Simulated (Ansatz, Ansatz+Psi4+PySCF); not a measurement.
```
atom   x (Å)   y (Å)    z (Å)
   F  0.0000  0.0000  -1.0848
  Cl  0.0000  0.0000   3.8925
```

Basis set: cc-pVTZ on F; cc-pV(T+d)Z on Cl (spherical functions). Frozen core: 6 orbitals. Charge 0, multiplicity 1.

Computed with Ansatz (development build ahead of 0.2.0); each method stands on the lowest determinant of its kind that the runs found. Restricted open shells among the atoms or ions are ROHF, correlated in semicanonical orbitals with singles.

Question: Give the atomization energy at this shape (free ground-state atoms in the same class of orbitals less the molecule, no zero-point energy) of singlet ClF in separate pieces by RHF-MP2, UHF-CCSD(T), UHF-CCSD, UHF-MP2, RHF, UHF.

Answer:

```json
{"method": "RHF-MP2", "atomization energy": "359.1 kJ/mol"}
{"method": "UHF-CCSD(T)", "atomization energy": "0.2 kJ/mol"}
{"method": "UHF-CCSD", "atomization energy": "0.2 kJ/mol"}
{"method": "UHF-MP2", "atomization energy": "0.2 kJ/mol"}
{"method": "RHF", "atomization energy": "-769.7 kJ/mol"}
{"method": "UHF", "atomization energy": "0.1 kJ/mol"}
```

Caution: the shape is not the minimum. Caution for RHF-MP2: a plain start can end on a higher determinant; large amplitudes, a single reference is doubtful. Caution for RHF-MP2, RHF: an unrestricted determinant lies well below. Caution for RHF-MP2, UHF-MP2: another reference gives a lower total. Caution for UHF-CCSD(T), UHF-CCSD, UHF-MP2, UHF: the unrestricted determinant is a mixture of spin states. Caution for RHF: the molecule lies well above its atoms at this level.
